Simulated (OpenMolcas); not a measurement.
# One shape, several levels: [S4]2+ ([S4]2+)

We compute a comparison of 6 runs (HF/3-21G, r2SCAN/def2-SVP, B3LYP/6-31G*, SOS-MP2/cc-pCVDZ, RI-MP2/cc-pVTZ-DK, CCSD(T)/def2-SVP) of [S4]2+ ([S4]2+). 

Program for the calculation: OpenMolcas 26.06.

4 further runs of the same task are left out: 1 that didn't finish, 3 set aside as unsound or not needed.

**1. Starting point**

[S4]2+ has 4 atoms, charge +2, and is taken as a singlet. The coordinates come from a GFN2-xTB relaxation.

Bond lengths: S1–S2 2.051 Å, S2–S3 2.051 Å, S1–S4 2.051 Å, S3–S4 2.051 Å. Angles: S1–S2–S3 90.0°, S2–S1–S4 90.0°, S2–S3–S4 90.0°, S1–S4–S3 90.0°.

**2. Energy and gradient at HF/3-21G (run 1)**

mol.xyz reads:

```xyz
4

S     -0.730680    -0.794970    -0.967900
S      1.248210    -0.367920    -0.639880
S      0.730700     0.795430     0.967650
S     -1.248240     0.367450     0.640120
```

job.inp reads:

```
* S4 Hartree-Fock

&GATEWAY
 BasLib=$CurrDir
 Coord=mol.xyz
 Basis=3-21G
 Group=NoSym

&SEWARD

&SCF
 Charge=2
 Thresholds=1e-10 1e-07 1e-07 1e-05
 PrOrbitals=1 2

&ALASKA
```

The basis set 3-21G is read from a file made from the Basis Set Exchange's data (not shown).

The run is started by

```sh
$ export MOLCAS_MEM=1860
$ pymolcas job.inp > job.log
```

The log of the run:

```text
--- Start Module: gateway ---
[...]
--- Stop Module: gateway /rc=_RC_ALL_IS_WELL_ ---
[...]
      Basis functions           52
[...]
--- Start Module: scf ---
[...]
       Convergence after  16 Iterations
[...]
::    Total SCF energy                              -1581.1866952274
[...]
      Total spin, S                                     0.0000000000
[...]
      Total electronic charge=   62.000000
      Total            charge=    2.000000
[...]
      Dipole Moment (debye):
      Origin of the operator (angstrom)=   -0.0000   -0.0000   -0.0000
                   X= -2.7166E-05               Y= -3.8715E-05               Z= -4.8114E-05           Total=  6.7467E-05
      Center of Charge (angstrom)
[...]
--- Stop Module: scf /rc=_RC_ALL_IS_WELL_ ---
--- Start Module: alaska ---
[...]
 *              Molecular gradients               *
 **************************************************
  Irreducible representation: a
 ------------------------------------------------------------------------------------------
                              X                       Y                       Z
 ------------------------------------------------------------------------------------------
  S1                4.81425037306717E-02    5.25158110105242E-02    6.39498637700093E-02
  S2               -8.23394853367283E-02    2.43285212737900E-02    4.22928974872701E-02
  S3               -4.81095366697630E-02   -5.25113250027136E-02   -6.39013207307144E-02
  S4                8.23065182757574E-02   -2.43330072815660E-02   -4.23414405265934E-02
 ------------------------------------------------------------------------------------------
--- Stop Module: alaska /rc=_RC_ALL_IS_WELL_ ---
[...]
```

Run time: 1.7 s. Hardware: 1 thread of AMD EPYC 9R45 (Zen 5), shared host; peak memory 0.38 GiB.

**3. Energy and forces at r2SCAN/def2-SVP (run 2)**

mol.inp reads:

```
&GATEWAY
BASLIB=$CurrDir
COORD
4
angstrom
S       -0.730680      -0.794970      -0.967900
S        1.248210      -0.367920      -0.639880
S        0.730700       0.795430       0.967650
S       -1.248240       0.367450       0.640120
BASIS=def2-SVP
GROUP=NoSym
&SEWARD
GRIDINPUT
Grid=UltraFine
End of Grid
&SCF
CHARGE=2
KSDFT=2
1.0 MGGA_X_R2SCAN
1.0 MGGA_C_R2SCAN
THRESHOLDS=1e-10 1e-07 1e-07 1e-05
PRORBITALS=1
&ALASKA
```

The basis set def2-SVP is read from a file made from the Basis Set Exchange's data (not shown).

The run is started by

```sh
$ export MOLCAS_MEM=1860
$ pymolcas mol.inp > mol.log
```

The log of the run:

```text
--- Start Module: gateway ---
[...]
--- Stop Module: gateway /rc=_RC_ALL_IS_WELL_ ---
[...]
      Basis functions           72
[...]
--- Start Module: scf ---
[...]
       Convergence after  17 Iterations
[...]
::    Total KS-DFT energy                           -1591.2926224808
[...]
      Total spin, S                                     0.0000000000
[...]
      Total electronic charge=   62.000000
      Total            charge=    2.000000
[...]
      Dipole Moment (debye):
      Origin of the operator (angstrom)=   -0.0000   -0.0000   -0.0000
                   X=  3.1770E-05               Y=  4.5065E-05               Z=  5.6028E-05           Total=  7.8609E-05
      Center of Charge (angstrom)
[...]
--- Stop Module: scf /rc=_RC_ALL_IS_WELL_ ---
[...]
--- Start Module: alaska ---
[...]
 *              Molecular gradients               *
 **************************************************
  Irreducible representation: a
 ------------------------------------------------------------------------------------------
                              X                       Y                       Z
 ------------------------------------------------------------------------------------------
  S1                3.98534181028154E-03    4.46539984878669E-03    5.40137898217452E-03
  S2               -6.88663979011395E-03    2.04441054498616E-03    3.59943449170252E-03
  S3               -3.95582868386768E-03   -4.39092423852472E-03   -5.40085704231430E-03
  S4                6.85712666374627E-03   -2.11888615527300E-03   -3.59995643159650E-03
 ------------------------------------------------------------------------------------------
--- Stop Module: alaska /rc=_RC_ALL_IS_WELL_ ---
[...]
```

It took 10 s on 1 thread of AMD EPYC 9R45 (Zen 5), shared host; peak memory 0.42 GiB.

Runs 3 to 5 aren't shown in full; the table further down has their settings and results.

**4. A single-point energy at CCSD(T)/def2-SVP (run 6)**

mol.xyz is that of step 2.

test.inp reads:

```
* S4 CCSD(T)
&GATEWAY
BasLib=$CurrDir
Coord=mol.xyz
Basis=def2-SVP
Group=NoSym
&SEWARD
&SCF
Charge=2
Thresholds=1e-10 1e-07 1e-07 1e-05
PrOrbitals=1 2
&RASSCF
FileOrb=$Project.ScfOrb
Spin=1
Nactel=0 0 0
Inactive=31
Ras2=0
OutOrbitals=Canonical
OrbListing=NoCore
&MOTRA
JobIph
Frozen=20
&CCSDT
CCT
Triples=2
Iterations=80
Accuracy=1e-08
Extrapolation=5 4
```

The basis set def2-SVP is read from a file made from the Basis Set Exchange's data (not shown).

The run is started by

```sh
$ export MOLCAS_MEM=1860
$ pymolcas test.inp > test.log
```

The log of the run:

```text
--- Start Module: gateway ---
[...]
--- Stop Module: gateway /rc=_RC_ALL_IS_WELL_ ---
[...]
      Basis functions           72
[...]
       Convergence after  14 Iterations
[...]
::    Total SCF energy                              -1588.7228444084
[...]
      Total spin, S                                     0.0000000000
[...]
      Number of active orbitals                  0
[...]
      Spin quantum number                      0.0
[...]
      Active orbitals                            0
[...]
      Number of CSFs                             1
[...]
      Number of root(s) required                 1
[...]
      Convergence after  4 iterations
[...]
      Natural orbitals and occupation numbers for root  1
      ************************************************************************************************************************
      *                                                    Final results                                                     *
      ************************************************************************************************************************
[...]
::    RASSCF root number  1 Total energy:  -1588.72284441
[...]
      Total electronic charge=   62.000000
      Total            charge=    2.000000
[...]
      Dipole Moment (debye):
      Origin of the operator (angstrom)=   -0.0000   -0.0000   -0.0000
                   X= -1.2714E-04               Y= -1.7927E-04               Z= -2.2272E-04           Total=  3.1290E-04
      Center of Charge (angstrom)
[...]
--- Start Module: motra ---
[...]
      *** WARNING: Default frozen orbitals is overwritten by user input.
      *** Default values:  20
[...]
--- Stop Module: motra /rc=_RC_ALL_IS_WELL_ ---
--- Start Module: ccsdt ---
[...]
      Convergence after                    15  Iterations
      Total energy (diff) :   -1589.29048489      -0.00000000
[...]
 METHOD                       : CCSD+T(CCSD)+<T3(1)WT1> = CCSD(T)
[...]
       CCSD     =     -1589.2904848945589
[...]
--- Stop Module: ccsdt /rc=_RC_ALL_IS_WELL_ ---
[...]
```

It took 7.5 s on 1 thread of AMD EPYC 9R45 (Zen 5), shared host; peak memory 0.42 GiB.

**5. The series**

| run | level | integration grid | Cartesian functions | energy (Eh) | HOMO energy (eV) | LUMO energy (eV) | HOMO–LUMO gap (eV) | wall time |
| --- | --- | --- | --- | --- | --- | --- | --- | --- |
| 1 | HF/3-21G | – | no | -1581.186695 | -24.14 | -15.27 | 8.87 | 1.7 s |
| 2 | r2SCAN/def2-SVP | UltraFine | no | -1591.292622 | -20.35 | -17.30 | 3.06 | 10 s |
| 3 | B3LYP/6-31G* (Cartesian functions) | UltraFine | yes | -1591.883863 | -20.63 | -16.57 | 4.05 | 13 s |
| 4 | SOS-MP2/cc-pCVDZ (Cholesky decomposition) | – | no | -1589.785521 | -23.03 | -13.90 | 9.13 | 5.1 s |
| 5 | RI-MP2/cc-pVTZ-DK (sfX2C, RICD fitting) | – | no | -1594.376385 | -22.76 | -13.54 | 9.22 | 6 s |
| 6 | CCSD(T)/def2-SVP | – | no | -1589.324931 | -23.25 | -14.13 | 9.13 | 7.5 s |

**6. Outcome**

| quantity | value |
| --- | --- |
| run 6: total energy | -1589.32493 Eh |
| run 6: HOMO energy (Hartree–Fock orbitals) | -23.25 eV |
| run 6: LUMO energy (Hartree–Fock orbitals) | -14.13 eV |
| run 6: HOMO–LUMO gap (Hartree–Fock orbitals) | 9.13 eV |
| run 6: correlation energy (20 core orbitals frozen) | -602.1 mEh |
| run 6: (T) correction | -34.45 mEh |

**Reading.** Over runs 1, 2, 3 the HOMO–LUMO gap runs from 3.06 eV (r2SCAN/def2-SVP) to 8.87 eV (HF/3-21G). The two ends differ in method and basis. Totals of different functionals can't be ranked against each other. Some runs of one species differ in core potentials or relativity; totals across that change don't compare. All runs together took 43 s, the longest 13 s.
